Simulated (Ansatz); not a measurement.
**TlPt: experiment and calculation**

**What was measured.**

“Fantastic flat bands and where to find them: The CoSn-type compounds”, 2020, arxiv:2005.14119 reports, for a powder of TlPt at 15 K: lattice constant a 5.60172 ± 0.00005 Å; lattice constant c 4.62755 ± 0.00003 Å.

The results are compared with them further down.

Theory: DFT r2SCAN, scalar-relativistic, plane waves, PAW (Ansatz 0.2.0).

Settings: cutoff 500 eV, Γ-centred mesh 9×9×10 on the computed 6-atom cell, Gaussian smearing of 0.10 eV; no spin polarisation.

Relaxed structure, symmetry kept:

```cif
data_structure
_symmetry_space_group_name_H-M 'P6/mmm'
_symmetry_Int_Tables_number 191
_cell_length_a 6.4846
_cell_length_b 6.4846
_cell_length_c 3.9522
_cell_angle_alpha 90.000
_cell_angle_beta 90.000
_cell_angle_gamma 120.000
_cell_volume 143.93
loop_
_atom_site_label
_atom_site_type_symbol
_atom_site_symmetry_multiplicity
_atom_site_Wyckoff_symbol
_atom_site_fract_x
_atom_site_fract_y
_atom_site_fract_z
_atom_site_occupancy
Tl1 Tl 3 f 0.50000 0.00000 0.00000 1
Pt1 Pt 1 a 0.00000 0.00000 0.00000 1
Pt2 Pt 2 d 0.33333 0.66667 0.50000 1
```

```json
{
 "Space group": "P6/mmm (No. 191)",
 "Volume per atom": "23.99 Å³",
 "Formation energy from the elements' standard states (uncorrected)": "+0.497 eV/atom",
 "Generalised Kohn–Sham band gap": "none (metal)",
 "Density of states at the Fermi level": "3.26 states/eV per cell",
 "Löwdin character within 0.5 eV of the Fermi level": "Pt 5d 41 %, Tl 6p 24 %, Pt 6s 21 %, Tl 6s 12 %",
 "Bader charges (e)": "Tl (3 in the cell) 0.50, Pt (1 in the cell) -0.47, Pt (2 in the cell) -0.51"
}
```

Spin-orbit coupling is left out, which matters for the bands of heavy elements.

A measured lattice constant a of TlPt is 5.60172 Å (15 K; powder; the paper above); the calculated 6.485 Å misses it by +15.8 %. So large a difference can come from the functional (as between layers that it hardly binds), but also from another choice of axes, another phase or a misread value. Against the measured lattice constant c of TlPt, 4.62755 Å (15 K; powder; the paper above), the calculated 3.952 Å is off by -14.6 %. The calculation is for 0 K without zero-point motion.